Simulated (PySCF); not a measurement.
Gas-phase reaction: NO + O → NO2

Computed with PySCF (xtb for GFN2) and rigid-rotor harmonic-oscillator thermochemistry at 1 bar. 'Table' is the NASA 1993 thermochemical table (part measured, part estimated). † marks an energy on the PBE0/def2-TZVP geometry and frequencies; other levels use their own. MP2 and CCSD(T) freeze the core. Open shells (unrestricted): NO (multiplicity 2, electronic degeneracy 4), O (multiplicity 3, electronic degeneracy 9), NO2 (multiplicity 2). GFN2 has no spin-polarisation term. Spin-orbit splitting is ignored; it lowers the true energy and changes the entropy of NO, O. MP2 isn't extrapolated to the basis-set limit; its ΔH°(298 K) is -316.5 kJ in def2-SVP and -337.1 kJ in def2-TZVPP. CCSD(T) isn't extrapolated to the basis-set limit; its ΔH°(298 K) is -262.6 kJ in def2-SVP and -280.9 kJ in def2-TZVPP. The harmonic model lacks anharmonicity and excited electronic states, which grow with temperature; levels with a mode under 35 cm⁻¹ are left out.

```json
[
 {"level": "table", "ΔH°(298 K), kJ": "-306.2", "minus table": "-", "ΔG°(2000 K), kJ": "-28.8"},
 {"level": "CCSD(T)/def2-SVP†", "ΔH°(298 K), kJ": "-262.6", "minus table": "43.6", "ΔG°(2000 K), kJ": "17.9"},
 {"level": "CCSD(T)/def2-TZVPP†", "ΔH°(298 K), kJ": "-280.9", "minus table": "25.3", "ΔG°(2000 K), kJ": "-0.4"},
 {"level": "GFN2-xTB", "ΔH°(298 K), kJ": "-806.6", "minus table": "-500.4", "ΔG°(2000 K), kJ": "-526.3"},
 {"level": "HF/def2-TZVP†", "ΔH°(298 K), kJ": "-0.8", "minus table": "305.4", "ΔG°(2000 K), kJ": "279.8"},
 {"level": "M06-2X/def2-TZVP†", "ΔH°(298 K), kJ": "-297.4", "minus table": "8.8", "ΔG°(2000 K), kJ": "-16.9"},
 {"level": "MP2/def2-TZVPP†", "ΔH°(298 K), kJ": "-337.1", "minus table": "-30.9", "ΔG°(2000 K), kJ": "-56.6"},
 {"level": "PBE/def2-TZVP†", "ΔH°(298 K), kJ": "-400.6", "minus table": "-94.4", "ΔG°(2000 K), kJ": "-120.0"},
 {"level": "PBE0/def2-QZVP†", "ΔH°(298 K), kJ": "-330.0", "minus table": "-23.8", "ΔG°(2000 K), kJ": "-49.5"},
 {"level": "PBE0/def2-TZVP", "ΔH°(298 K), kJ": "-330.1", "minus table": "-23.9", "ΔG°(2000 K), kJ": "-49.5"},
 {"level": "LDA/def2-TZVP†", "ΔH°(298 K), kJ": "-515.4", "minus table": "-209.2", "ΔG°(2000 K), kJ": "-234.8"},
 {"level": "ωB97M-V/def2-TZVP†", "ΔH°(298 K), kJ": "-305.7", "minus table": "0.5", "ΔG°(2000 K), kJ": "-25.2"}
]
```
